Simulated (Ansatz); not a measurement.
Born–Oppenheimer molecular dynamics of CH5Al (7 atoms, charge 0, multiplicity 1). It starts from a relaxed structure.

Computed with RKS B3LYP-D4/def2-SVP in Ansatz 0.2.0.

```json
{
  "ensemble": "NVT, Langevin thermostat",
  "time step": "0.5 fs",
  "steps asked": "150",
  "set temperature": "3000 K",
  "friction": "0.02 /fs",
  "temperature schedule": "37 steps to 3000 K, then 113 steps to 750 K",
  "seed": "140773"
}
```

First frame:

```xyz
7
Properties=species:S:1:pos:R:3
Al 0.007 0.001 -0.009
H 0.000 -0.002 1.582
H 1.406 -0.002 -0.765
C -1.689 0.003 -0.992
H -2.274 -0.905 -0.760
H -2.322 0.856 -0.687
H -1.563 0.049 -2.086
```

Question: How far do the bonds stretch over the last three quarters of this one trajectory? (Pairs bonded in most of those frames.)

Answer: 
```csv
bond,mean (Å),spread (Å),shortest,longest
Al1–H2,1.655,0.166,1.39,1.88
Al1–H3,1.618,0.057,1.50,1.71
Al1–C4,2.029,0.118,1.81,2.19
C4–H5,1.154,0.123,0.95,1.36
C4–H6,1.132,0.078,0.99,1.29
C4–H7,1.116,0.057,0.99,1.22
```

Mean temperature of the second half: 2622 K. The schedule's set-point averaged 1497 K over the second half and the system 2622 K, so it lags behind the ramp. A run of 0.075 ps of so small a system gives no equilibrium averages.

Run time: 3.1 min on 1 thread of Arm Neoverse V1 (shared host), peak memory 0.097 GiB.
